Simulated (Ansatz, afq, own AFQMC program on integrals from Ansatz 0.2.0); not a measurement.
**BGeH3, triplet → BGeH$_{3}$⁺, quartet**

```yaml
atoms:
  - { symbol: Ge, position_ang: [0.0000, 0.0153, 0.2548] }
  - { symbol: B, position_ang: [0.0000, -0.1694, -1.6836] }
  - { symbol: H, position_ang: [0.0000, 1.3104, 1.0937] }
  - { symbol: H, position_ang: [0.0000, -1.1983, 1.1926] }
  - { symbol: H, position_ang: [0.0000, 0.6029, -2.5878] }
```

Connectivity, by distances: GeH2–BH.

E(quartet, charge +1) − E(triplet, charge +0) at this geometry, on UHF and UHF determinants.

Basis cc-pVDZ. Only valence electrons are correlated. Ansatz 0.2.0 and our own AFQMC program on the same integrals; the CISD trial comes from CCSD amplitudes, and released means the phaseless constraint is let go. Error bars are statistical, one sigma. No spin–orbit coupling. The errors of all members are added in quadrature.

No full CI on the walks' own integrals is used here; CCSDT(Q) serves as the reference and is uncertain by about the last step of the cluster series. Each member takes its own surest rung, up to full CI.

Errors are counted within cc-pVDZ, not against nature.

Cautions: inner d shell frozen; no relativity below Rb; no spin-orbit coupling; BGeH₃ (triplet): lower spins were not checked; BGeH₃⁺ (quartet): lower spins were not checked, higher spins were not checked, the released energies have errors that jump between times, so the bars are unsure, so no released level is given (meV from the phaseless value at times in 1/Eh: -4 ± 5 at 0.24, -27 ± 13 at 0.51, -16.4 ± 2.2 at 0.99, -22.0 ± 1.8 at 1.62, -25 ± 3 at 2.40), though the last usable value meets CCSDT(Q) within the noise, its ph-AFQMC/CISD value lies 28 ± 3 meV above CCSDT(Q); this needn't be the first ionization.

```
level  vertical ionization energy (kcal/mol)
 CCSD                                  261.7
  MP2                                  263.2
```

Q: From these cheaper values, estimate the vertical ionization energy at the reference level in cc-pVDZ.

A: 261.1 kcal/mol (CCSDT(Q) in cc-pVDZ).

| level | vertical ionization energy (kcal/mol) | error against CCSDT(Q) (kcal/mol) |
| --- | --- | --- |
| HF | 250.4 | -10.7 |
| CCSD(T) | 261.4 | 0.3 |
| CCSDT | 261.1 | 0.0 |
| ph-AFQMC/CISD | 261.5 ± 0.08 | 0.4 ± 0.08 |

Correlation beyond CCSD(T) takes off 0.3 kcal/mol. The perturbative (T) step is worth −0.2 kcal/mol.

A walk keeps the symmetry of its determinant, which the program's search chose and which needn't be the lowest solution, so a lower state of the same spin and another symmetry isn't excluded.
